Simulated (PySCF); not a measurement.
# Core-level binding energies of H3Si(SH)

Species: H3Si(SH), H4SSi.
Geometry (PBE0-D3(BJ)/def2-SVP, Å), atoms numbered from 1 in this order:
```xyz
6
H4SSi angstrom
Si    -0.527    0.002    0.001
S      1.446    0.823   -0.223
H     -0.737   -0.571    1.365
H     -1.448    1.154   -0.209
H     -0.812   -1.061   -1.008
H      2.085   -0.341    0.031
```

Theory: delta-SCF UKS SCAN, pcX-2 on the ionised atom, pcseg-1 elsewhere, spin-free X2C in PySCF. These are vertical core ionisation energies against the vacuum level, from separate self-consistent calculations with and without the core hole.

Problem. Give the core binding energies atom by atom.

Solution. 
| atom(s) | environment | level | binding energy (eV) | 2p1/2 (eV) | count |
| --- | --- | --- | --- | --- | --- |
| S2 | sulfur bonded to Si and H | S 1s | 2477.37 | – | 1 |
| Si1 | SiH3 silicon | Si 1s | 1847.30 | – | 1 |
| Si1 | SiH3 silicon | Si 2p3/2 | 107.50 | 108.13 | 1 |

Problem. Which photon energy gives electrons from S 1s of S2 a kinetic energy of 50 eV, and what is their de Broglie wavelength?

Solution. hν = 2477.37 + 50 = 2527.37 eV, recoil neglected; λ = 12.264 Å/√(E/eV) = 1.73 Å.

Not every level is listed. Spin–orbit coupling isn't in the SCF: each 2p doublet comes from a relaxed spin-free hole plus a matrix of the shell (mean-field spin–orbit coupling and the ground-state 2p splitting), with 2p3/2 averaged over its two sublevels. 2p1/2 minus 2p3/2 (ligand field included): Si 0.62 eV. Geometry: PBE0-D3(BJ)/def2-SVP; no solvent, vibrations or thermal averaging.

Time: 6.5 s. Hardware: x86-64 server, one thread, on a shared host.
